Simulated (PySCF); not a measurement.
# How the method moves the HOMO and LUMO of CH4O

Species: CH4O.
Z-matrix (Å and degrees, PBE0-D3(BJ)/def2-SVP geometry), rows numbered from 1:
```
C 
O   1  1.3973
H   1  1.1083  2  113.32
H   1  1.1002  2  107.75  3  -118.43
H   1  1.1081  2  113.35  3   123.08
H   2  0.9615  1  108.15  3   -62.12
```

The species is `CO` (CH4O).

Basis pcSseg-2 throughout (PySCF), one geometry. Geometry: PBE0-D3(BJ)/def2-SVP; no solvent, vibrations or thermal averaging.

Task: How do the orbital energies, the gap and the dipole change with the method?

Result: 
| method | kind | HOMO (eV) | LUMO (eV) | gap (eV) | μ (D) | SCF cycles |
| --- | --- | --- | --- | --- | --- | --- |
| BLYP | GGA | -6.20 | -0.29 | 5.90 | 1.61 | 14 |
| OPBE | GGA | -6.21 | -0.17 | 6.04 | 1.55 | 13 |
| PBE | GGA | -6.25 | -0.22 | 6.03 | 1.60 | 13 |
| B97-D | GGA | -6.30 | -0.09 | 6.22 | 1.60 | 13 |
| LDA | LDA | -6.35 | -0.27 | 6.08 | 1.67 | 13 |
| BP86 | GGA | -6.37 | -0.06 | 6.30 | 1.60 | 13 |
| KT2 | GGA | -6.41 | -0.13 | 6.28 | 1.56 | 14 |
| KT3 | GGA | -6.45 | -0.43 | 6.02 | 1.54 | 13 |
| B97-2 | global hybrid | -7.66 | 0.56 | 8.22 | 1.65 | 12 |
| B3LYP | global hybrid | -7.71 | 0.18 | 7.89 | 1.67 | 12 |
| PBE0 | global hybrid | -7.94 | 0.54 | 8.48 | 1.66 | 12 |
| mPW1PW91 | global hybrid | -7.98 | 0.49 | 8.48 | 1.66 | 12 |
| CAM-B3LYP | range-separated hybrid | -9.46 | 1.16 | 10.62 | 1.72 | 10 |
| BHandHLYP | global hybrid | -9.61 | 1.01 | 10.61 | 1.74 | 10 |
| wB97X-D | range-separated hybrid | -9.89 | 2.27 | 12.17 | 1.69 | 12 |
| LC-wPBE | range-separated hybrid | -10.81 | 2.33 | 13.13 | 1.74 | 12 |
| HF | Hartree–Fock | -12.21 | 2.60 | 14.82 | 1.79 | 9 |

The HOMO spans 6.02 eV, from BLYP down to HF, and the gap runs from 5.90 eV (BLYP) to 14.82 eV (HF). Over the methods BLYP (0 %), OPBE (0 %), PBE (0 %), B97-D (0 %), LDA (0 %), BP86 (0 %), KT2 (0 %), KT3 (0 %), B97-2 (21 %), B3LYP (20 %), PBE0 (25 %), mPW1PW91 (25 %), BHandHLYP (50 %), HF (100 %), a straight line through the gap against the share of exact exchange rises by 0.88 eV for each 10 % (correlation coefficient 0.998). The dipole ranges from 1.54 D (KT3) to 1.79 D (HF). This basis has no diffuse functions.

Reference dipole: 1.67 D (measured, gas; NIST CCCBDB Release 22 (SRD 101), experimental dipoles); nearest here: B3LYP (1.67 D) and LDA (1.67 D). 

The vertical ΔSCF ionisation energy at PBE0/def2-SVPD is 10.87 eV; −ε(HOMO) comes closest to it with LC-wPBE (10.81 eV).
